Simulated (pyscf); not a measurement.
PySCF, gas phase, ωB97X-D3(BJ)/def2-SVP geometries.

Problem. For H₂N–SiH₂–NH₂ (SMILES N[SiH2]N) + H₂B–Cl (SMILES BCl) -> H₂N–SiH(NH₂)–Cl (SMILES N[SiH](N)Cl) + BH₃ (SMILES B), a four-centre exchange (singlet surface; H–Si, B–Cl broken, Cl–Si, B–H formed), PBE/def2-TZVP gives ΔE‡ = -1.5 kJ/mol and ΔE = -5.8 kJ/mol (zero: the separated reactants). In which direction and how far do r²SCAN/def2-TZVP, M06-2X/def2-TZVP, ωB97M-D3(BJ)/def2-TZVP move these?

Solution. r²SCAN: ΔE‡ = 0.0 kJ/mol, ΔE = -15.2 kJ/mol; M06-2X: ΔE‡ = 9.6 kJ/mol, ΔE = -20.9 kJ/mol; ωB97M-D3(BJ): ΔE‡ = 9.0 kJ/mol, ΔE = -18.0 kJ/mol. PBE's barrier lies under all of them, by 1.5 to 11.1 kJ/mol. Its reaction energy lies over all of them, by 9.4 to 15.2 kJ/mol. On the reactant side the descent ends in an adduct with a B–H contact, 37.6 kJ/mol under the separated species and 39.6 kJ/mol under the saddle at ωB97X-D3(BJ)/def2-TZVP. On the product side the descent ends in an adduct with a B–Cl contact, 34.0 kJ/mol under the separated species and 60.8 kJ/mol under the saddle at ωB97X-D3(BJ)/def2-TZVP. At PBE the saddle lies under the separated reactants, which points to a path from their complex (located at ωB97X-D3(BJ) alone). What is counted as formed (B–H) is already present as a longer contact in the reactant adduct; forming that adduct is a step of its own. What is counted as broken (B–Cl) persists as a longer contact in the product adduct; parting that adduct is a step of its own. One saddle was located; it need not be the lowest between these sides.
